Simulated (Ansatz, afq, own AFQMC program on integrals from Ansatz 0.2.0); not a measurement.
AFQMC on a folder of integrals that Ansatz 0.2.0 wrote.

```yaml
crystal:
  periodic: [false, false, false]
  atoms:
    - {symbol: B, position_ang: [0.000000, 0.000000, 0.090069]}
    - {symbol: C, position_ang: [0.000000, 0.000000, -1.358850]}
    - {symbol: H, position_ang: [0.000000, 0.000000, 1.268781]}
basis:
  gaussian: {orbitals: 6-31G}
magnetization: {spin_polarized: true, initial_magnetization: 2}
correlation: {method: ccsd_t, electrons: outside_noble_gas, hamiltonian_folder: ham}
```

```sh
$ ansatz run in.yaml --threads 1 --pin off --events-out ev --progress --plain --max-ram 24576MiB --backend cuda --devices 0, --max-vram 18GiB
```

afq runs on the folder ham with

```
--method phaseless --trial hf --walkers 160 --populations 1 --least-time 40 --time-step 0.005 --steps-per-block 5 --equilibration-blocks 120 --max-blocks 18 --target-error 0.00068 --factor-cut 1e-05 --start spin_pure --seed 7814 --taylor-order 4
```

Times are imaginary, in 1/Eh. The walk had a cap of 60 s.

```
orbitals 18  electrons 5 3  factors 112 of 285
reference energy -62.92405873 Eh
CCSD correlation -0.11683754 Eh in 16 cycles, weight of the determinant in the CISD state 0.8172
energy of the start -62.933958 Eh
 block  time / (1/Eh)  mean weight  energy / Eh
     1     0.025  0.9993  -62.938838
     2     0.050  0.9998  -62.943395
     3     0.075  1.0008  -62.947924
     4     0.100  1.0006  -62.953954
     5     0.125  1.0012  -62.957330
     8     0.200  1.0002  -62.970633
    13     0.325  1.0005  -62.987299
    22     0.550  1.0003  -63.009355
    31     0.775  1.0010  -63.009883
    40     1.000  1.0005  -63.019603
    49     1.225  1.0005  -63.030457
    58     1.450  1.0004  -63.027556
    67     1.675  0.9995  -63.038523
    76     1.900  0.9993  -63.049116
    85     2.125  1.0004  -63.033336
    94     2.350  0.9995  -63.023964
   103     2.575  1.0003  -63.040038
   112     2.800  1.0000  -63.043952
   121     3.025  1.0002  -63.037312
   130     3.250  1.0003  -63.048562
   136     3.400  1.0006  -63.053955
blocks merged  error / Eh  count
     1  0.001340  18
     2  0.001902  9
energy -63.049517 +/- 0.001340 Eh
(rows thinned)
```

The run failed at least one of its tests; the cautions name the faults. The second half of the sampling lies below the first by 4.0 errors of their difference, so the energy may still be moving and its error bar be too small.

Against this walk (error 36.5 meV) on the same determinant: CCSD(T) 134.7 meV higher, CCSDT(Q) 87.0 meV higher, CCSDTQ 87.4 meV higher, full CI 86.4 meV higher, a separate phaseless walk with a CISD trial and standard settings 98.2 ± 36.7 meV higher. The error is statistical and leaves out the bias of the constraint. The determinant has ⟨S²⟩ = 2.41, so the low cluster orders mix in higher spin, while the walk starts as a pure triplet.

A setting was made bad on purpose (too few blocks), so the walk's energy isn't to be trusted.

Cautions: constraint bias not in the error; error not settled; halves of the run differ; error above the target (36.5 against 18.5 meV); lower spins were not checked; strong correlation (T1 0.074, weight of the determinant 0.82, largest double 0.16); unrestricted determinant spin contaminated (⟨S²⟩ 2.41 against 2.00); the sampling time fell short of the least asked.

CCSDT and higher add their correlation energy to the determinant of the CCSD(T) run, since their own runs factorise the integrals more tightly (a shift of under 2 meV).
